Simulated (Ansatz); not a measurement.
Input for Ansatz (development build ahead of 0.2.0):

```yaml
crystal:
  periodic: [false, false, false]
  atoms:
    - { symbol: B, position_ang: [0.0, 0.0, 0.0] }
    - { symbol: "N", position_ang: [0.0, 0.0, 3.325] }
basis:
  gaussian: { orbitals: pcseg-2 }
magnetization:
  initial_magnetization: 2
hamiltonian:
  xc: hf
```

The input is written out in the form of the current development build from the run's settings.

The run gave:

```json
{
 "Converged": "yes",
 "Total energy": "-78.78823 hartree",
 "Spin squared of the determinant": "2.000",
 "Stability test": "minimum among restricted orbitals"
}
```

Caution: stretched shape with no unrestricted run beside it, a lower state can exist.
